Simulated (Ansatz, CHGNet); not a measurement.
## Wurtzite CdS: equilibrium volume per atom by level of theory

No measured value is used here.

| level (code) | value (Å³/atom) |
|---|---|
| CHGNet-r²SCAN | 25.54 |
| LDA (Ansatz) | (withheld) |
| PBE (Ansatz) | 26.04 |
| PBEsol (Ansatz) | 24.71 |
| PBE-D3(BJ) (Ansatz) | 25.08 |
| r²SCAN (Ansatz) | (withheld) |
| HSE06 (Ansatz) | 25.51 |

Fill in the missing entries.


- LDA (Ansatz, a program for electronic structure), value (Å³/atom): 23.85
- r²SCAN (Ansatz), value (Å³/atom): 25.40

Cutoffs and k meshes differ between the levels. Ansatz's density-functional and Hartree–Fock values are scalar-relativistic unless marked +SOC, with PAW data made under PBE.

Machine-learned potentials (CHGNet-r²SCAN) are trained on DFT data: a solid inside that data is no test of them.
